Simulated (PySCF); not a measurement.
disilane (H₆Si₂), SMILES [SiH3][SiH3]. The structure is a stationary point at B3LYP-D3(BJ)/def2-TZVP.

TDDFT-B3LYP/def2-SVPD run with PySCF 2.14.0 puts the lowest singlet excitations at 7.41, 7.46, 7.46, 7.68, 8.06, 8.06 eV.

Problem. What are the lowest excitation roots from ADC(2)/aug-cc-pVDZ (PySCF)? (The exact figures need the calculation; the answer reports its results.)

Solution. 7.62, 7.85, 7.85, 7.95, 8.32, 8.32 eV. S1 differs by 0.21 eV (second minus first; roots are paired by order, and the bases may differ).
